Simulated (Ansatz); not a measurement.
```yaml
crystal:
  periodic: [false, false, false]
  atoms:
    - {symbol: B, position_ang: [-1.819190, -0.059892, -0.001188]}
    - {symbol: N, position_ang: [-0.499632, 0.432268, 0.003287]}
    - {symbol: S, position_ang: [0.916175, -0.191184, -0.001184]}
    - {symbol: H, position_ang: [-2.690331, 0.717449, 0.004734]}
basis:
  gaussian: {orbitals: def2-TZVP}
magnetization: {spin_polarized: true, initial_magnetization: 3}
hamiltonian: {xc: pbe0}
relax: {f_tol: 0.004, max_steps: 80}
```

```sh
$ ansatz run in.yaml --threads 1 --pin off --events-out ev --progress --plain --max-ram 2176MiB
```

Steps of the relaxation (energy above the last step; positions in Å, forces in eV/Å):

```
4
step 1, 45.7 meV
B    -1.819   -0.060   -0.001    0.504   -0.327   -0.002
N    -0.500    0.432    0.003    0.940   -0.102    0.000
S     0.916   -0.191   -0.001   -0.696    0.134    0.001
H    -2.690    0.717    0.005   -0.747    0.296    0.002
```

```
4
step 2, 16.3 meV
B    -1.804   -0.041   -0.001    0.197   -0.131   -0.001
N    -0.477    0.444    0.003    0.404    0.050    0.001
S     0.918   -0.209   -0.001   -0.425    0.040    0.000
H    -2.730    0.705    0.005   -0.176    0.042    0.000
```

```
4
step 3, 7.4 meV
B    -1.788   -0.029   -0.001    0.003   -0.066   -0.001
N    -0.463    0.462    0.004   -0.065    0.214    0.002
S     0.907   -0.224   -0.001   -0.009   -0.111   -0.001
H    -2.748    0.690    0.004    0.071   -0.037    0.000
```

```
4
step 6, 0.0 meV
B    -1.766   -0.019   -0.001    0.012   -0.015    0.000
N    -0.456    0.513    0.004    0.007   -0.010    0.000
S     0.878   -0.256   -0.002   -0.017    0.012    0.000
H    -2.748    0.661    0.004   -0.001    0.013    0.000
```

```
4
step 7, 0.0 meV
B    -1.767   -0.021   -0.001    0.000    0.001    0.000
N    -0.457    0.511    0.004   -0.003    0.001    0.000
S     0.878   -0.254   -0.002    0.003   -0.001    0.000
H    -2.747    0.663    0.004    0.000    0.000    0.000
```

Close pairs at the end: B1–H4 1.195 Å, B1–N2 1.414 Å, N2–S3 1.539 Å.

A stationary point of unrestricted PBE0 after 7 steps, with ⟨S²⟩ = 3.760 against 3.75 for a pure state; no frequencies were run, so it isn't proven a minimum. 30 s on 1 thread of Intel Xeon Platinum 8175M, shared host.
